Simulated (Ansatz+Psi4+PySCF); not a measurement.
Values are calculated unless marked as measured or tabulated.
```xyz
5

C     0.0000    0.0000    0.0000
H     0.6291    0.6291    0.6291
H    -0.6291   -0.6291    0.6291
H     0.6291   -0.6291   -0.6291
H    -0.6291    0.6291   -0.6291
```

Basis set: cc-pVTZ (spherical functions). Left uncorrelated: 1 orbital. Charge 0, multiplicity 1.

Starred EOM-CCSD(T)(a) on the restricted Hartree–Fock determinant with PySCF 2.14.0; the energies are vertical.

(1) The solver was asked for the few lowest roots only. Give the ionization energies of singlet CH4 among them whose weight of singles is over 0.7.

## Answers

(1)

```json
{"root": "1", "energy (eV)": "14.33", "weight of singles": "0.96"}
{"root": "2", "energy (eV)": "14.33", "weight of singles": "0.96"}
{"root": "3", "energy (eV)": "14.33", "weight of singles": "0.96"}
```

Higher main lines weren't sought.
